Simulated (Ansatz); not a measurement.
All numbers were calculated with Ansatz.

A structure relaxed at PBE0-D4/def2-TZVP, charge 0, multiplicity 1:

```
atom    x (Å)    y (Å)    z (Å)
  C1  -0.4084   0.4555  -0.8303
  C2   0.4044   1.1623   0.2384
  O3   0.5752   0.1916   1.2614
  C4   0.1644  -1.0624   0.7704
  N5   0.0907  -0.8994  -0.6678
  H6  -0.2107   0.8357  -1.8341
  H7  -1.4854   0.5544  -0.6195
  H8  -0.1026   2.0377   0.6520
  H9   1.3849   1.4647  -0.1457
 H10   0.9033  -1.8221   1.0439
 H11  -0.8073  -1.3260   1.2283
 H12  -0.5085  -1.5920  -1.0971
```

Task: Give its formula and SMILES.

Result: C3H7NO, `C1COCN1`.

Task: Summarise the bond lengths by kind.

Result: 1 × C–C 1.517 Å; 2 × C–N 1.449 to 1.453 Å; 6 × C–H 1.091 to 1.106 Å; 2 × C–O 1.408 to 1.421 Å; 1 × H–N 1.011 Å.
